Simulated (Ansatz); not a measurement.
We consider zinc-blende BeSe, described by revPBE in Ansatz (PAW).

Numerical settings: plane-wave cutoff 520 eV, 12×12×12 k mesh, Fermi–Dirac smearing 0.01 eV, scalar-relativistic PAW data made under PBE.

Response to compression and expansion:

```
V (Å³/atom)  P (GPa)  direct gap at Γ (eV)  smallest gap on the k mesh (eV)
-----------  -------  --------------------  -------------------------------
16.653          4.98                 4.627                            2.662
17.008          3.16                 4.470                            2.711
17.362          1.50                 4.319                            2.757
17.716          0.00                 4.174                            2.800
18.071         -1.37                 4.034                            2.840
18.425         -2.60                 3.899                            2.878
18.779         -3.72                 3.769                            2.914
```

The fundamental gap (2.80 eV at the equilibrium volume, with added k points) lies elsewhere than Γ–Γ.

Spin–orbit coupling is not included.

Ansatz is a first-principles code.
